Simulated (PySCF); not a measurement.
## Cl: ionisation energy

Cl [Ne] 3s2 3p5 (2P) → Cl⁺ [Ne] 3s2 3p4 (3P), as a difference of total energies. Computed with PySCF 2.14 in dyall-av3z (19s12p3d2f, 84 functions), with the non-relativistic Hamiltonian (point nucleus). Correlated levels: valence: [Ne] frozen; virtual orbitals above 40 to 60 times the deepest correlated orbital energy dropped. The calculations carry no spin-orbit coupling.

```json
{"method": "UHF", "ionisation energy (eV)": "11.765"}
{"method": "LDA", "ionisation energy (eV)": "13.202"}
{"method": "PBE", "ionisation energy (eV)": "12.972"}
{"method": "PBE0", "ionisation energy (eV)": "12.955"}
{"method": "r2SCAN", "ionisation energy (eV)": "12.996"}
{"method": "LC-wPBE", "ionisation energy (eV)": "13.059"}
{"method": "MN15", "ionisation energy (eV)": "13.037"}
{"method": "M06", "ionisation energy (eV)": "12.899"}
{"method": "BP86", "ionisation energy (eV)": "13.104"}
{"method": "MP2 (valence)", "ionisation energy (eV)": "12.760"}
{"method": "SCS-MP2 (valence)", "ionisation energy (eV)": "12.761"}
```

Q: How much does correlation contribute at MP2 (valence)?

A: 12.760 − (11.765) = 0.995 eV, measured against UHF.

Errors of the correlated levels include the incompleteness of this basis and the frozen core.

For comparison: 12.974 eV (measured; NIST levels, between the centres of gravity of the two terms).
